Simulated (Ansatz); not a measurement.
# CHAlO (triplet): from Hartree-Fock to the top rungs, cc-pVDZ

How much of the correlation energy of CHAlO (triplet) does each wave-function method recover here?

The runs use Ansatz 0.2.0, Gaussian basis; cc-pVDZ, correlated electrons: outside noble gas.

Plan: UHF; CCSD(T) on ROHF; CCSD(T) on UHF; BCCD(T) on ROHF; CISD; CCSDT(Q) on ROHF; CCSDT(Q) on UHF; CASSCF and NEVPT2, 10 electrons in 10 orbitals.

### 1 The geometry

The geometry is a PBE0/def2-TZVP stationary point (not a proven minimum) of the parent state, kept for this charge and spin.

4 atoms, charge 0, spin multiplicity 3.

Atoms are counted from 1 here; the program's logs count them from 0.

Bond lengths: Al1–C2 2.203 Å, Al1–H4 1.641 Å, C2–O3 1.130 Å. Angles: C2–Al1–H4 84.1°, Al1–C2–O3 160.0°.

In the tables R marks a restricted open-shell determinant and U an unrestricted one; 'frontier' is the active space of 10 electrons in 10 orbitals; correlation energies count from the lowest restricted Hartree-Fock solution.

### 2 UHF

Input file in.yaml:

```yaml
crystal:
  periodic: [false, false, false]
  atoms:
    - {symbol: Al, position_ang: [0.000000, -0.113080, 1.406118]}
    - {symbol: C, position_ang: [0.000000, 0.189159, -0.775794]}
    - {symbol: O, position_ang: [0.000000, -0.047504, -1.881062]}
    - {symbol: H, position_ang: [0.000000, 1.527034, 1.462841]}
basis:
  gaussian: {orbitals: cc-pVDZ}
magnetization: {spin_polarized: true, initial_magnetization: 2}
hamiltonian: {xc: hf}
output: {orbitals: {seedname: orbitals}}
```

Command:

```console
ansatz run in.yaml --threads 1 --pin off --events-out ev --progress --plain --max-ram 2393MiB
```

The runs that follow: CCSD(T) on ROHF; CCSD(T) on UHF; BCCD(T) on ROHF; CISD; CCSDT(Q) on ROHF; CCSDT(Q) on UHF; CASSCF and NEVPT2, 10 electrons in 10 orbitals.

Before running them: what should the planned runs give, taken together? Wanted: correlation energy, UCCSDT(Q); RMP2 from UCCSDT(Q); UMP2 from UCCSDT(Q); RCCSD from UCCSDT(Q); RCCSD(T) from UCCSDT(Q); UCCSD(T) from UCCSDT(Q); RCCSDT(Q) from UCCSDT(Q); NEVPT2 frontier from UCCSDT(Q); T1 diagnostic.

As calculated:

| quantity | value |
| --- | --- |
| correlation energy, UCCSDT(Q) | -10.1549 eV |
| RMP2 from UCCSDT(Q) | +22.22 kcal/mol |
| UMP2 from UCCSDT(Q) | +22.14 kcal/mol |
| RCCSD from UCCSDT(Q) | +10.20 kcal/mol |
| RCCSD(T) from UCCSDT(Q) | +1.58 kcal/mol |
| UCCSD(T) from UCCSDT(Q) | +1.58 kcal/mol |
| RCCSDT(Q) from UCCSDT(Q) | +0.11 kcal/mol |
| NEVPT2 frontier from UCCSDT(Q) | +35.83 kcal/mol |
| levels of the table within 1 kcal/mol (43 meV) | RCCSDT, UCCSDT, RCCSDT(Q) |
| T1 diagnostic | 0.028 |

What this shows: RCCSD(T) lands +1.58 kcal/mol from the yardstick (0.7 % of the correlation energy). These misses are within one basis, not against nature; the frozen cores of restricted and unrestricted runs differ, which can shift their rows.
